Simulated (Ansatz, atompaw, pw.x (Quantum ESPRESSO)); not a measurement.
**pw.x on bcc Mg: one setting changed**

Potential: PAW, atompaw 4.2.0.5, PBEsol; core [Ne], reference 3s2 3p0; waves: 3s (bound): rc 3.00 bohr; 3s channel at 0.85 Ry: rc 1.75 bohr; 3p (bound, empty): rc 3.00 bohr; 3p channel at 2.2 Ry: rc 3.00 bohr; 3d channel at 0.25 Ry: rc 3.00 bohr; 3d channel at 2.2 Ry: rc 2.45 bohr; local part: bessel scheme, radius 2.90 bohr; core correction: smooth core density matched at 2.85 bohr; augmentation: sinc compensation charge, radius 2.75 bohr; PAW radius 3.00 bohr; waves and projectors: custom polynom vanderbiltortho.

The reference run (k-mesh 13³, cutoffs 40/400 Ry, Fermi–Dirac 0.01 Ry, mixing_beta 0.4, conv_thr 1e-9, no spin) gives 0.27 GPa at 22.446 Å³/atom, where all-electron LAPW gives 0.16 GPa. This run, with its own iteration cap, changes smearing to box, a wrong or extreme entry chosen on purpose.

```
&control
  calculation='scf', prefix='x', pseudo_dir='./', outdir='./tmp', tstress=.true., disk_io='none'
/
&system
  ibrav=0, nat=1, ntyp=1, ecutwfc=40, ecutrho=400, nbnd=8,
  occupations='smearing', smearing='box', degauss=0.01
/
&electrons
  conv_thr=1e-09, mixing_beta=0.4, electron_maxstep=70
/
ATOMIC_SPECIES
Mg 1.0 Mg.UPF
CELL_PARAMETERS angstrom
  -1.77702276 1.77702276 1.77702276
  1.77702276 -1.77702276 1.77702276
  1.77702276 1.77702276 -1.77702276
ATOMIC_POSITIONS crystal
Mg 0.0000 0.0000 0.0000
K_POINTS automatic
13 13 13 0 0 0
```

```bash
pw.x < Mg.scf.in > Mg.scf.out
```

Problem. How does the run end?

Solution. It stops with "set_occupations: smearing box unknown".

```
Error in routine  set_occupations (1):
      smearing box unknown
```

The run took about 0.5 s on one core of a shared host (Intel(R) Xeon(R) 6975P-C, 192 threads, 378 GiB, load 90).
